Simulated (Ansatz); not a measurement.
## fcc Au

These are PBEsol in Ansatz (plane waves, PAW) values and carry that method's errors.

Numerical settings: plane-wave cutoff 520 eV, 18×18×18 k mesh, Fermi–Dirac smearing 0.1 eV, perturbation theory, force constants from a 6×6×6 q mesh, scalar-relativistic PAW data made under PBE.

Cell: relaxed at this level.

```json
{
  "zero_point_energy": "0.017 eV/atom"
}
```

Spin–orbit coupling is not included; it can shift volumes and moduli of such heavy elements.

Ansatz is a quantum-chemistry and plane-wave program.
